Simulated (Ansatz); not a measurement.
**Worked example: correlation energy of CH$_{3}$Cl, singlet**

Geometry: MP2(full)/6-31G*, from the G2/97 set.

```xyz
5

C     0.0000    0.0000   -1.2269
Cl    0.0000    0.0000    0.5504
H     0.0000    1.0293   -1.5798
H     0.8914   -0.5147   -1.5798
H    -0.8914   -0.5147   -1.5798
```

Basis STO-3G; Ansatz 0.2.0. Correlated methods freeze the noble-gas cores, which leaves 14 electrons in 11 orbitals. Prefix R: restricted or restricted open-shell reference.

Full CI is exact within this basis and frozen core; it isn't the basis-set limit.

Runs differ by some tens of microhartree through their thresholds, so steps under 0.03 kcal/mol mean nothing.

| level | total energy (hartree) |
| --- | --- |
| RHF | -493.722642 |
| RMP2 | -493.785168 |
| RCCSD | -493.807267 |
| RCCSD(T) | -493.807697 |
| RCCSDT | -493.807807 |
| RCCSDT(Q) | -493.807866 |
| RCCSDTQ | -493.807873 |
| full CI | -493.807874 |

What is the correlation energy at full CI, and what share of it do RMP2 and RCCSD(T) recover?

E(corr) = -493.807874 − (-493.722642) = -0.085232 hartree = -2.319 eV. RMP2: -0.062526 / -0.085232 = 73.36 %. RCCSD(T): -0.085055 / -0.085232 = 99.79 %.

By how many kcal/mol does RCCSD(T) miss full CI (1 hartree = 627.509 kcal/mol), and which steps make up the rest?

-493.807697 − (-493.807874) = 0.000177 hartree = 0.11 kcal/mol. Steps: RCCSDT − RCCSD(T) = -0.07, RCCSDT(Q) − RCCSDT = -0.04, RCCSDTQ − RCCSDT(Q) = 0.00, full CI − RCCSDTQ = 0.00 kcal/mol. That is within 1 kcal/mol of the reference in this basis, which itself misses far more of the correlation at the basis-set limit.
